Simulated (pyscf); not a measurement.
A first-order saddle from PySCF, ωB97X-D3(BJ)/def2-SVP:

```xyz
8

O      0.3030     1.0551     0.1262
C      0.0959     0.1065    -0.6792
O     -0.6214    -0.9005    -0.4284
H     -0.4007     0.6965     1.1689
H      0.5783     0.1614    -1.6768
O     -1.0956    -0.0147     1.7336
H     -1.0384    -0.6526     0.7862
H     -0.5822    -0.4537     2.4256
```

Surface: singlet, charge 0. Lowest wavenumbers (cm⁻¹): 1358i, 295, 530, 582, 584.

What reaction is this the transition state of?

O=CH–OH + H₂O <-> O=CH–OH + H₂O, a concerted two-bond exchange read from left to right: H–O, H–O broken and H–O, H–O formed. At CCSD(T)/def2-TZVPP + ΔMP2(QZVPP) it lies +5.1 kcal/mol from the left side and +5.1 kcal/mol from the right (each side as separated species at their lowest minima found). On the reactant side the descent ends in a bound adduct, 11.1 kcal/mol under the separated species and 14.0 kcal/mol under the saddle at ωB97X-D3(BJ)/def2-TZVP. On the product side the descent ends in a bound adduct, 11.1 kcal/mol under the separated species and 14.0 kcal/mol under the saddle at ωB97X-D3(BJ)/def2-TZVP. At ωB97X-D3(BJ) the barrier from the zero used here is 2.8 kcal/mol. One saddle was located; it need not be the lowest between these sides. The CCSD(T) − MP2 part came from Ansatz, without density fitting, on the same reference.
